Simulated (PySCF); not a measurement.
Formic acid, CH2O2, SMILES O=CO, point group Cs.

Level: B3LYP/pcJ-1 in PySCF (density fitting, grid level 2); geometry and Hessian at that level, cubic constants and property derivatives from steps of ±0.6 along each species' dimensionless normal coordinates, second-order vibrational perturbation theory. The parent has the commonest isotopes.

Equilibrium geometry in the parent's principal axes a, b, c (Å):

```csv
atom,a,b,c
O1,-1.12,0.22,0.00
C2,-0.10,-0.41,0.00
O3,1.13,0.12,0.00
H4,-0.03,-1.51,0.00
H5,1.04,1.09,0.00
```

Ground-state constants (MHz). Parent: 77493.2, 11970.5, 10351.9. A species with one ²H: 57635.5, 11970.9, 9894.7.

Which position carries the label?

Moments I = 505379/B are 6.5216, 42.2186, 48.8199 and 8.7685, 42.2174, 51.0758 u Å². With M = 46.0055 u and Δm = 1.0063 u, μ = MΔm/(M + Δm) = 0.9847 u. Kraitchman's equations give |a|, |b|, |c| = 0.060, 1.513, 0.083i Å. That is H4, whose equilibrium values are 0.026, 1.507, 0.000 Å. An imaginary value marks an atom near a principal plane, where vibrational terms outweigh the coordinate.

Internal rotors are held in one well.
